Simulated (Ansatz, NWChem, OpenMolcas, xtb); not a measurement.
SiH2S (SMILES [SiH]S): the vertical ionisation energy, rung by rung

SiH2S has 4 atoms, charge 0, and is taken as a singlet. As SMILES, `[SiH]S`. Geometry: relaxed at PBE0-D4/def2-TZVP.

Quantity: the vertical ionisation energy (to the doublet cation), in eV. The values are calculated.

```json
{"level": "GFN2-xTB", "kind": "semi-empirical", "program": "xtb", "value (eV)": "12.98"}
{"level": "GFN1-xTB", "kind": "semi-empirical", "program": "xtb", "value (eV)": "13.23"}
{"level": "HF/STO-3G", "kind": "Hartree–Fock", "program": "OpenMolcas", "value (eV)": "5.60"}
{"level": "HF/STO-3G, open shells restricted", "kind": "Hartree–Fock", "program": "OpenMolcas", "value (eV)": "5.69"}
{"level": "HF/Sadlej pVTZ", "kind": "Hartree–Fock", "program": "NWChem", "value (eV)": "8.33"}
{"level": "SVWN5/STO-3G", "kind": "LDA", "program": "Ansatz", "value (eV)": "6.21"}
{"level": "BLYP/STO-3G", "kind": "GGA", "program": "Ansatz", "value (eV)": "6.15"}
{"level": "PBE/STO-3G", "kind": "GGA", "program": "Ansatz", "value (eV)": "6.24"}
{"level": "revPBE/STO-3G", "kind": "GGA", "program": "Ansatz", "value (eV)": "6.24"}
{"level": "r2SCAN/STO-3G", "kind": "meta-GGA", "program": "OpenMolcas", "value (eV)": "6.31"}
```

The values span 5.60 to 13.23 eV. The xTB values lack the empirical shift that such differences need.
